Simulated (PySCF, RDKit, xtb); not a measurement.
# CH2BO+: from the formula to a structure

Given the formula CH2BO+ (charge +1) and nothing else, which arrangement of the atoms is the most stable in the gas at 298.15 K, and what are its properties?

The funnel: GFN2-xTB relaxations, single points with a density functional, relaxations at PBE0-D3(BJ)/def2-SVP, harmonic vibrations, and a last energy at a higher level. All values are calculated.

3 further runs of the same task are left out: 1 that didn't finish, 2 set aside as unsound or not needed.

## (1) Candidates

A program enumerates the bonding patterns with one Lewis structure each (two rings at most, one unusual centre or charged pair), with their diastereomers. O–O, O–halogen and N–halogen bonds and N–N–N chains are not drawn. That gives 10 candidates.

```tsv
label	SMILES	spin
c050	[B+]1CO1	singlet
c171	[B+]=CO	singlet
c311	[CH+]=BO	singlet
c325	[BH+]C=O	singlet
c428	B#C[OH2+]	singlet
c690	B1[CH+]O1	singlet
c866	B=[C+]O	singlet
c900	[CH2+]B=O	singlet
c927	B[C+]=O	singlet
c999	B1=C[OH+]1	singlet
```

Candidates are built by distance geometry, with a force field where one applies, in up to four conformers (letters a to d). 10 starts with atoms placed at random are added, to find patterns that the rules miss.

**Question.** With final energies at CCSD(T)/def2-TZVPP, which structure will this search put lowest in free energy, and by what margin?

| quantity | value |
| --- | --- |
| lowest structure found | B[C+]=O, singlet, C2v |
| next finalist | B1[CH+]O1, singlet, 16.5 kcal/mol higher in G |
| share at equilibrium, among the finalists | 100.0 % |
| harmonic wavenumbers, lowest and highest (PBE0-D3(BJ)/def2-SVP) | 308 and 2831 cm⁻¹ |
| rotational constants, same geometry | 7.018, 0.2969, 0.2848 cm⁻¹ |
| lowest excitation (TD-PBE0/def2-SVPD) | 4.74 eV (f = 0.000) |
| strongest of the states computed, same level | 7.98 eV (f = 0.148) |
| lowest triplet excitation, same level, Tamm-Dancoff | 4.12 eV |

`B[C+]=O` comes out lowest. The margin of 16.5 kcal/mol over the next finalist is beyond the usual error of the last level; it says nothing of structures that weren't ranked. GFN2-xTB, HF/STO-3G, r2SCAN-D4/def2-SVP, PBE0-D3(BJ)/def2-SVP, HF/def2-TZVPP and MP2/def2-TZVPP already put its bonding pattern lowest among the structures in one piece. A large T1 diagnostic among the finalists warns that one reference determinant may not suffice. It concerns: the finalist [CH2+]B=O (singlet). One minimum inside the window was never screened. Lowest found is not proven lowest: the search is finite, and each finalist counts with one conformer.
